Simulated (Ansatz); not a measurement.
Results of LDA in Ansatz (plane waves, PAW) for bcc K.

Numerical settings: plane-wave cutoff 520 eV, 18×18×18 k mesh, Fermi–Dirac smearing 0.074 eV (set by the program), scalar-relativistic PAW data made under PBE.

Computed at the level's own relaxed cell.

```
K
1.0
   -2.52309     2.52309     2.52309
    2.52309    -2.52309     2.52309
    2.52309     2.52309    -2.52309
K
1
Direct
  0.00000   0.00000   0.00000
```

Give the elastic tensor (Voigt notation, GPa, ions relaxed, in the Cartesian axes of the cell as printed).


```
    4.9     4.2     4.2     0.0     0.0     0.0
    4.2     4.9     4.2     0.0     0.0     0.0
    4.2     4.2     4.9     0.0     0.0     0.0
    0.0     0.0     0.0     3.3     0.0     0.0
    0.0     0.0     0.0     0.0     3.3     0.0
    0.0     0.0     0.0     0.0     0.0     3.3
```

Static lattice: no zero-point or thermal effects.

Ansatz is a quantum-chemistry and plane-wave program.
